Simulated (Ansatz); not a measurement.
# PNHO (doublet): wave-function methods side by side, def2-TZVPP

One table from this session's results is given with a row withheld; the runs are named, their logs left out.

Computed with Ansatz 0.2.0, Gaussian basis. Level: def2-TZVPP, core rule «outside noble gas», up to 7 orbitals frozen.

The runs, in order: UHF; ROHF; CCSD(T) on UHF.

2 further runs of the same task are left out: 2 set aside as unsound or not needed.

**What is computed**

The geometry is a PBE0/def2-TZVP stationary point (not a proven minimum).

4 atoms, charge 0, spin multiplicity 2.

Atoms are counted from 1 here; the program's logs count them from 0.

Bond lengths: N1–P2 1.551 Å, N1–H4 1.015 Å, P2–O3 1.467 Å. Angles: P2–N1–H4 117.5°, N1–P2–O3 126.9°.

Set-up of the first run:

Input file in.yaml:

```yaml
crystal:
  periodic: [false, false, false]
  atoms:
    - {symbol: N, position_ang: [0.000000, -0.385084, 1.371493]}
    - {symbol: P, position_ang: [0.000000, 0.327392, -0.005904]}
    - {symbol: O, position_ang: [0.000000, -0.309237, -1.327958]}
    - {symbol: H, position_ang: [0.000000, 0.199224, 2.201813]}
basis:
  gaussian: {orbitals: def2-TZVPP}
magnetization: {spin_polarized: true, initial_magnetization: 1}
hamiltonian: {xc: hf}
output: {orbitals: {seedname: orbitals}}
```

The run is started by

```sh
$ ansatz run in.yaml --threads 1 --pin off --events-out ev --progress --plain --max-ram 4096MiB --backend cpu
```

Among the steps run: UHF; ROHF; CCSD(T) on UHF.

One of the session's tables, all rows but one given; the rest of the session is left out.

| method | from UCCSD(T) (meV) |
| --- | --- |
| ROHF | +16890.0 |
| UHF | +16634.5 |
| UMP2 | ? |
| UCCSD | +835.9 |
| UCCSD(T) | 0 |

**Question.** Estimate the row for UMP2.

The run gave: from UCCSD(T) (meV): +1025.1. In the column «from UCCSD(T) (meV)» it lies between UCCSD (+835.9) and UHF (+16634.5).

With the free atoms at the same levels and basis (separate runs), the atomisation energy is 12.774 eV at UCCSD(T), 6.479 eV at ROHF.
